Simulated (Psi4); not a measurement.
# CH5BO (SMILES CBO) at TPSS/def2-SVP (sweep point 8)

Aim: the vertical ionisation energy of CH5BO at TPSS/def2-SVP (sweep point 8), from 2 runs. 

The calculation is run with Psi4 1.11.

3 further runs of the same task are left out: 3 that didn't finish.

## Step 1: The molecule

CH5BO: 8 atoms, total charge 0, spin state singlet. As SMILES, `CBO`. Geometry: relaxed at PBE0-D4/def2-TZVP. This is one conformer, not always the lowest.

Bond lengths: C1–B2 1.559 Å, B2–O3 1.357 Å, C1–H4 1.092 Å, C1–H5 1.096 Å, C1–H6 1.096 Å, B2–H7 1.207 Å, O3–H8 0.960 Å. Angles: C1–B2–O3 119.4°, C1–B2–H7 121.8°, O3–B2–H7 118.7°, B2–C1–H4 113.4°, B2–C1–H5 110.2°, B2–C1–H6 110.2°, B2–O3–H8 113.1°, H4–C1–H5 108.7°, H4–C1–H6 108.7°, H5–C1–H6 105.3°.

## Step 2: The energy at TPSS/def2-SVP (sweep point 8)

The input, ch5bo.dat:

```
memory 1600 MB

molecule {
  0 1
  C     -1.16898458     1.34227247    -0.61340510
  B      0.96149265    -0.45372324     0.34052865
  O      0.45485708    -2.94476022     0.67198661
  H     -2.96365748     0.38021290    -0.94372923
  H     -0.58298051     2.27730895    -2.36574814
  H     -1.47493124     2.87257268     0.74776463
  H      3.06230118     0.30821433     0.79519675
  H      1.88632462    -3.88981225     1.26177013
  units bohr
  symmetry c1
}

set {
  basis                def2-SVP
  reference            rks
  puream               true
  scf_type             pk
  dft_radial_points    99
  dft_spherical_points 590
}

energy('tpss')
```

Command:

```
psi4 -n 1 ch5bo.dat ch5bo.out
```

ch5bo.out:

```text
[...]
  Running in c1 symmetry.
[...]
  Nuclear repulsion =   66.592600909552957
[...]
  Multiplicity = 1
[...]
  Nalpha       = 12
  Nbeta        = 12
[...]
    Number of basis functions: 67
[...]
   @RKS iter   1:  -140.77216509746131   -2.20794e-01   1.33394e-02 ADIIS/DIIS
[...]
   @RKS iter   9:  -141.15798246328515   -9.36376e-09   1.90995e-07 DIIS
[...]
    Orbital Energies [Eh]
    ---------------------
    Doubly Occupied:
       1A    -18.912552     2A     -9.968859     3A     -6.610004
       4A     -0.948267     5A     -0.632243     6A     -0.505361
       7A     -0.408265     8A     -0.358241     9A     -0.344432
      10A     -0.327719    11A     -0.310515    12A     -0.261844
[...]
  @RKS Final Energy:  -141.15798246328515
   => Energetics <=
    Nuclear Repulsion Energy =             66.5926009095529565
    One-Electron Energy =                -322.6142096059639925
    Two-Electron Energy =                 134.8537128314532652
    DFT Exchange-Correlation Energy =     -19.9900865983273981
    Empirical Dispersion Energy =           0.0000000000000000
    VV10 Nonlocal Energy =                  0.0000000000000000
    Total Energy =                       -141.1579824632851512
[...]
 Multipole Moments:
 ------------------------------------------------------------------------------------
     Multipole            Electronic (a.u.)      Nuclear  (a.u.)        Total (a.u.)
 ------------------------------------------------------------------------------------
 L = 1.  Multiply by 2.5417464519 to convert [e a0] to [Debye]
 Dipole X            :          1.0395038           -0.6891150            0.3503888
 Dipole Y            :         -2.9224715            2.7164517           -0.2060198
 Dipole Z            :          0.8578814           -0.7182437            0.1396377
 Magnitude           :                                                    0.4297850
[...]
```

It took 43 s on 1 thread of AMD EPYC 7R43 (Zen 3), shared host; peak memory 1.2 GiB.

## Step 3: The doublet cation

The input, input.dat:

```
memory 1600 mb

molecule molecule1 {
  1 2
  C     -1.16898458     1.34227247    -0.61340510
  B      0.96149265    -0.45372324     0.34052865
  O      0.45485708    -2.94476022     0.67198661
  H     -2.96365748     0.38021290    -0.94372923
  H     -0.58298051     2.27730895    -2.36574814
  H     -1.47493124     2.87257268     0.74776463
  H      3.06230118     0.30821433     0.79519675
  H      1.88632462    -3.88981225     1.26177013
  units bohr
  symmetry c1
}

set basis def2-SVP
set reference uks
set puream true
set scf_type pk
set dft_radial_points 99
set dft_spherical_points 590
set maxiter 150

e, wfn = energy("tpss", return_wfn=True)
print_variables()
```

Command:

```
psi4 -i input.dat -o output.dat -n 1
```

output.dat:

```text
[...]
  Running in c1 symmetry.
[...]
  Nuclear repulsion =   66.592600909552957
[...]
  Multiplicity = 2
[...]
  Nalpha       = 12
  Nbeta        = 11
[...]
    Number of basis functions: 67
[...]
   @UKS iter   1:  -140.48632192293348    6.50489e-02   1.10886e-02 ADIIS/DIIS
[...]
   @UKS iter  10:  -140.76332849874012   -9.16678e-08   9.77342e-07 DIIS
[...]
   @S^2 Observed:                7.541303941E-01
[...]
    Orbital Energies [Eh]
    ---------------------
    Alpha Occupied:
       1A    -19.215585     2A    -10.255552     3A     -6.932566
       4A     -1.239616     5A     -0.913931     6A     -0.788091
       7A     -0.725310     8A     -0.638830     9A     -0.621979
      10A     -0.600799    11A     -0.583330    12A     -0.580345
    Alpha Virtual:
      13A     -0.289621    14A     -0.178119    15A     -0.129529
      16A     -0.094099    17A     -0.088989    18A     -0.082142
      19A     -0.033789    20A      0.005929    21A      0.032297
      22A      0.075723    23A      0.078267    24A      0.211364
      25A      0.240951    26A      0.262126    27A      0.325319
[...]
  @UKS Final Energy:  -140.76332849874012
   => Energetics <=
    Nuclear Repulsion Energy =             66.5926009095529565
    One-Electron Energy =                -315.7726600648300632
    Two-Electron Energy =                 128.0431585293721355
    DFT Exchange-Correlation Energy =     -19.6264278728351549
    Empirical Dispersion Energy =           0.0000000000000000
    VV10 Nonlocal Energy =                  0.0000000000000000
    Total Energy =                       -140.7633284987401225
[...]
 Multipole Moments:
 ------------------------------------------------------------------------------------
     Multipole            Electronic (a.u.)      Nuclear  (a.u.)        Total (a.u.)
 ------------------------------------------------------------------------------------
 L = 1.  Multiply by 2.5417464519 to convert [e a0] to [Debye]
 Dipole X            :          1.4058933           -0.6891150            0.7167783
 Dipole Y            :         -2.3603305            2.7164517            0.3561212
 Dipole Z            :          0.8550105           -0.7182437            0.1367667
 Magnitude           :                                                    0.8119720
[...]
```

It took 77 s on 1 thread of AMD EPYC 7R43 (Zen 3), shared host; peak memory 1.2 GiB.

## Step 4: Results

Level: TPSS/def2-SVP (sweep point 8).

```
                                          quantity          value
                       singlet CH5BO: total energy  -141.15798 Eh
                      singlet CH5BO: dipole moment         1.09 D
                        singlet CH5BO: HOMO energy       -7.13 eV
                        singlet CH5BO: LUMO energy       -0.38 eV
                      singlet CH5BO: HOMO–LUMO gap        6.74 eV
                      doublet cation: total energy  -140.76333 Eh
doublet cation: HOMO energy (highest over α and β)      -15.76 eV
 doublet cation: LUMO energy (lowest over α and β)      -14.33 eV
                              doublet cation: ⟨S²⟩          0.754
vertical ionisation energy (to the doublet cation)      10.739 eV
```

What this shows: Removing an electron at fixed nuclei costs 10.74 eV (1036 kJ/mol). The negative HOMO energy of the first species, 7.13 eV, lies 3.61 eV below that difference.
